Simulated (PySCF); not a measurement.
Molecule: `FC(CO)F`, C2H4F2O.

Mapped SMILES: `[OH:1][CH2:2][CH:3]([F:4])[F:5]`; H(Xn) means a hydrogen on atom n.

Geometry PBE0-D3(BJ)/def2-SVP throughout; GIAO in PySCF 2.14.0 with density-fitted response routines, gas phase, one conformer, non-relativistic; equivalent atoms averaged; basis pcSseg-2.

(1) How do the shifts δ (against H2O, TMS, CFCl3 at the same level) depend on the functional? (ppm; last column core-seconds on shared hosts with different chips, so compare them loosely)

(2) Which nucleus moves most, in ppm?

Results:

(1) 
| functional | kind | O1 | C3 | C2 | F4/F5 | H(C3) | H(C2) | H(O1) | core-s |
| --- | --- | --- | --- | --- | --- | --- | --- | --- | --- |
| HF | Hartree–Fock | -14.7 | 107.7 | 60.3 | -114.1 | 5.19 | 3.40 | 1.60 | 8.4 |
| LDA | LDA | 4.7 | 130.7 | 71.8 | -166.8 | 6.11 | 3.94 | 0.96 | 20 |
| PBE | GGA | 6.8 | 126.9 | 70.5 | -162.5 | 6.00 | 3.85 | 0.87 | 25 |
| BLYP | GGA | 9.2 | 127.6 | 71.5 | -160.8 | 6.01 | 3.88 | 0.96 | 25 |
| BP86 | GGA | 5.1 | 126.5 | 70.2 | -163.2 | 6.00 | 3.83 | 0.86 | 25 |
| OPBE | GGA | 6.4 | 122.5 | 67.7 | -157.1 | 5.92 | 3.77 | 0.90 | 26 |
| KT2 | GGA | 4.9 | 122.3 | 68.6 | -169.1 | 5.96 | 3.80 | 0.82 | 26 |
| KT3 | GGA | 7.9 | 121.0 | 68.0 | -161.1 | 5.90 | 3.77 | 0.93 | 26 |
| B97-D | GGA | 6.4 | 124.0 | 69.3 | -157.4 | 5.96 | 3.82 | 1.00 | 26 |
| B3LYP | global hybrid | 2.5 | 123.8 | 69.0 | -148.2 | 5.78 | 3.75 | 1.09 | 17 |
| PBE0 | global hybrid | -0.9 | 122.1 | 67.5 | -146.8 | 5.71 | 3.68 | 1.04 | 17 |
| mPW1PW91 | global hybrid | -0.9 | 122.2 | 67.4 | -146.1 | 5.70 | 3.67 | 1.05 | 17 |
| WP04 | global hybrid | 4.0 | 125.5 | 68.4 | -142.7 | 5.68 | 3.62 | 1.42 | 28 |
| B97-2 | global hybrid | 0.2 | 121.0 | 67.0 | -145.9 | 5.71 | 3.68 | 1.06 | 27 |
| BHandHLYP | global hybrid | -4.8 | 118.0 | 65.7 | -133.1 | 5.52 | 3.60 | 1.31 | 28 |
| CAM-B3LYP | range-separated hybrid | -0.7 | 124.0 | 68.6 | -137.7 | 5.75 | 3.75 | 1.18 | 40 |
| wB97X-D | range-separated hybrid | -3.3 | 122.2 | 67.4 | -140.0 | 5.66 | 3.65 | 1.07 | 22 |
| LC-wPBE | range-separated hybrid | -5.3 | 124.5 | 67.4 | -126.8 | 5.70 | 3.67 | 1.11 | 53 |

(2) F4/F5 (fluorine of a CF2 group): from -169.1 ppm with KT2 to -114.1 ppm with HF. The smallest spread is 0.54 ppm, at H(C2). Proton shifts span only some 12 ppm, so a few tenths of a ppm matter as much there as several ppm in carbon.
